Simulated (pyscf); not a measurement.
HO–Sn(Cl)(Cl)–Cl + H• -> •O–Sn(Cl)(Cl)–Cl + H₂ (hydrogen abstraction; doublet surface; H–O broken, H–H formed). Single points on ωB97X-D3(BJ)/def2-SVP structures (PySCF, gas phase). Energies in kcal/mol from the separated reactants.

```csv
level,barrier,reaction energy
ωB97X-D3(BJ)/def2-TZVP,17.1,+15.5
B3LYP-D3(BJ)/def2-TZVP,11.6,+12.0
PBE0-D3(BJ)/def2-TZVP,…,…
M06-2X/def2-TZVP,20.6,+17.3
ωB97M-D3(BJ)/def2-TZVP,…,+16.0
HF/def2-TZVP,23.0,+5.9
```

What belongs in the gaps?


- PBE0-D3(BJ)/def2-TZVP, barrier: 16.2
- PBE0-D3(BJ)/def2-TZVP, reaction energy: +17.0
- ωB97M-D3(BJ)/def2-TZVP, barrier: 18.0

At B3LYP-D3(BJ), PBE0-D3(BJ) this geometry lies under the product side: in single points on another level's saddle the reverse barrier vanishes, and the forward threshold there is about the reaction energy. One saddle was located; it need not be the lowest between these sides. The angle at the transferred H is 153°. Elements past Kr carry the def2 core potentials, without spin-orbit coupling.
